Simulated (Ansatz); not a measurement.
in.yaml

```yaml
crystal:
  periodic: [false, false, false]
  atoms:
    - {symbol: F, position_ang: [0.000000, -1.068183, 1.360686]}
    - {symbol: Ge, position_ang: [0.000000, 0.397053, 0.388067]}
    - {symbol: Si, position_ang: [0.000000, -0.304362, -1.924126]}
basis:
  gaussian: {orbitals: cc-pVDZ}
total_charge: 1
magnetization: {spin_polarized: false, initial_magnetization: 4}
hamiltonian: {xc: {name: B3LYP}}
correlation: {method: ccsd_t, electrons: outside_noble_gas}
output: {forces: true}
```

```sh
$ ansatz run in.yaml --threads 1 --pin off --events-out ev --progress --plain --max-ram 2393MiB
```

Roughly how long does this take on 1 thread of Arm Neoverse V2, shared host, and how much host memory?

17 s wall and 0.26 GiB.

```
645 factors; integrals over basis functions are off by at most 6.8e-4 eV
mean field evaluation 1: about -67086.5804 eV, gradient 8.0e1 eV
mean field evaluation 2: about -67086.6384 eV, gradient 8.0e1 eV
mean field evaluation 4: about -67085.0097 eV, gradient 5.9e1 eV
mean field evaluation 8: about -67100.5313 eV, gradient 1.5e0 eV
mean field evaluation 16: about -67100.5509 eV, gradient 3.8e-3 eV
mean field evaluation 32: about -66986.3856 eV, gradient 9.1e1 eV
mean field -67100.55088119 eV, -2465.8997624966 hartree, gradient 7.7e-7 eV, S^2 6.000000; 2 other end points of the search recorded, 0 dependent functions left out
mean field evaluation 64: about -67030.1663 eV, gradient 5.3e-1 eV
mean field evaluation 96: about -67023.8104 eV, gradient 1.8e0 eV
20 core orbitals not correlated: weight in the atoms' cores, before any rotation towards them, 0.958 or more for the frozen orbitals, at most 0.041 for the correlated occupied ones
reference -67029.05119139 eV, -2463.2721973608 hartree; 9, 5 occupied and 30, 34 virtual orbitals, 645 factors
second order -8.81797396 eV of doubles, -0.59695934 eV of singles
cycle   1  -8.66473990 eV  change    7.3e-1 eV  update   1.5e-1
cycle   2  -9.10659667 eV  change   -4.4e-1 eV  update   9.5e-2
cycle   3  -9.20587201 eV  change   -9.9e-2 eV  update   1.6e-2
cycle   4  -9.21724904 eV  change   -1.1e-2 eV  update   7.6e-3
cycle   5  -9.21852322 eV  change   -1.3e-3 eV  update   4.2e-3
cycle   6  -9.22029163 eV  change   -1.8e-3 eV  update   2.1e-3
cycle   7  -9.22040930 eV  change   -1.2e-4 eV  update   1.2e-3
cycle   8  -9.22037627 eV  change    3.3e-5 eV  update   6.2e-4
cycle   9  -9.22078095 eV  change   -4.0e-4 eV  update   3.3e-4
cycle  10  -9.22079468 eV  change   -1.4e-5 eV  update   1.5e-4
cycle  11  -9.22065202 eV  change    1.4e-4 eV  update   7.5e-5
cycle  12  -9.22070778 eV  change   -5.6e-5 eV  update   4.2e-5
cycle  13  -9.22067218 eV  change    3.6e-5 eV  update   2.2e-5
cycle  14  -9.22068186 eV  change   -9.7e-6 eV  update   1.3e-5
cycle  15  -9.22068331 eV  change   -1.4e-6 eV  update   7.6e-6
cycle  16  -9.22068456 eV  change   -1.3e-6 eV  update   4.2e-6
cycle  17  -9.22068390 eV  change    6.6e-7 eV  update   2.1e-6
cycle  18  -9.22068432 eV  change   -4.2e-7 eV  update   1.2e-6
cycle  19  -9.22068453 eV  change   -2.1e-7 eV  update   6.5e-7
perturbative correction -0.37687618 eV, -0.0138499442 hartree
the calculation of the forces begins
Total energy: -67038.64875210 eV, -2463.6249012114 hartree
Atom 0 at     0.000000    -1.068183     1.360686 Å, force     0.000000     0.567423    -0.074024 eV/Å
Atom 1 at     0.000000     0.397053     0.388067 Å, force    -0.000000    -0.984406    -0.668364 eV/Å
Atom 2 at     0.000000    -0.304362    -1.924126 Å, force    -0.000000     0.416984     0.742389 eV/Å
Dipole moment:    -0.000000     0.388491    -0.731530 e Å
```

Forces (eV/Å):
```
F    0.000  0.567 -0.074
Ge   0.000 -0.984 -0.668
Si   0.000  0.417  0.742
```
